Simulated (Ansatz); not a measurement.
# C2 (triplet): the correlation ladder, cc-pVDZ

How much of the correlation energy of C2 (triplet) does each wave-function method recover here?

Method: cc-pVDZ, core rule «outside noble gas», up to 2 orbitals frozen; program: Ansatz 0.2.0, Gaussian basis.

Plan: UHF; CCSD(T) on ROHF; CCSD(T) on UHF; BCCD(T) on ROHF; CISD; CCSDT(Q) on ROHF; CCSDT(Q) on UHF; CISDTQ; CCSDTQ on ROHF; CCSDTQ on UHF; CASSCF and MRCISD+Q, 8 electrons in 8 orbitals; CASSCF and MRCISD+Q(relaxed), 8 electrons in 8 orbitals; CASSCF and NEVPT2, 8 electrons in 8 orbitals; Full CI.

9 further runs of the same task are left out: 2 for a known fault of the program, 1 that didn't finish, 6 set aside as unsound or not needed.

### Step 1. The system

The geometry is a PBE0/def2-TZVP stationary point (not a proven minimum).

2 atoms, charge 0, spin multiplicity 3.

Atoms are counted from 1 here; the program's logs count them from 0.

Bond lengths: C1–C2 1.301 Å.

### Step 2. UHF

File in.yaml:

```yaml
crystal:
  periodic: [false, false, false]
  atoms:
    - {symbol: C, position_ang: [0.000000, 0.000000, 0.000000]}
    - {symbol: C, position_ang: [0.000000, 0.000000, 1.301443]}
basis:
  gaussian: {orbitals: cc-pVDZ}
magnetization: {spin_polarized: true, initial_magnetization: 2}
hamiltonian: {xc: hf}
output: {orbitals: {seedname: orbitals}}
```

On the command line:

```sh
$ ansatz run in.yaml --threads 1 --pin off --events-out ev --progress --plain --max-ram 2816MiB --backend cpu
```

The runs that follow: CCSD(T) on ROHF; CCSD(T) on UHF; BCCD(T) on ROHF; CISD; CCSDT(Q) on ROHF; CCSDT(Q) on UHF; CISDTQ; CCSDTQ on ROHF; CCSDTQ on UHF; CASSCF and MRCISD+Q, 8 electrons in 8 orbitals; CASSCF and MRCISD+Q(relaxed), 8 electrons in 8 orbitals; CASSCF and NEVPT2, 8 electrons in 8 orbitals; Full CI.

Q: Predict the results of all the runs planned. Wanted: FCI below the RHF energy; RMP2 from FCI; UMP2 from FCI; RCCSD from FCI; RCCSD(T) from FCI; UCCSD(T) from FCI; RCCSDT(Q) from FCI; UCCSDT(Q) from FCI; NEVPT2 valence from FCI.

The runs gave:

```
                          quantity                                                                                value
          FCI below the RHF energy                                                                           -6.3897 eV
                     RMP2 from FCI                                                                      +19.68 kcal/mol
                     UMP2 from FCI                                                                      +22.67 kcal/mol
                    RCCSD from FCI                                                                      +10.08 kcal/mol
                 RCCSD(T) from FCI                                                                       +1.87 kcal/mol
                 UCCSD(T) from FCI                                                                       +1.84 kcal/mol
                RCCSDT(Q) from FCI                                                                       +0.12 kcal/mol
                UCCSDT(Q) from FCI                                                                       +0.10 kcal/mol
           NEVPT2 valence from FCI                                                                      +15.59 kcal/mol
         MRCISD+Q valence from FCI                                                                       -0.22 kcal/mol
MRCISD+Q(relaxed) valence from FCI                                                                       -0.60 kcal/mol
 levels within 1 kcal/mol (43 meV)  RCCSDT(Q), UCCSDT(Q), RCCSDTQ, UCCSDTQ, MRCISD+Q valence, MRCISD+Q(relaxed) valence
                     T1 diagnostic                                                                                0.021
    effectively unpaired electrons                                                                                 2.15
```

RCCSD(T) misses by +1.87 kcal/mol, 1.3 % of the correlation energy. MRCISD+Q valence, MRCISD+Q(relaxed) valence fall below full CI: the +Q correction isn't variational, and the cores differ from full CI's. One determinant dominates. Of the multireference levels listed MRCISD+Q valence comes nearest in total energy (-0.22 kcal/mol), which doesn't show that its space is the better one. Coupled cluster took another determinant than the lowest Hartree-Fock one. These misses are within one basis, not against nature; the frozen cores of restricted and unrestricted runs differ, which can shift their rows.
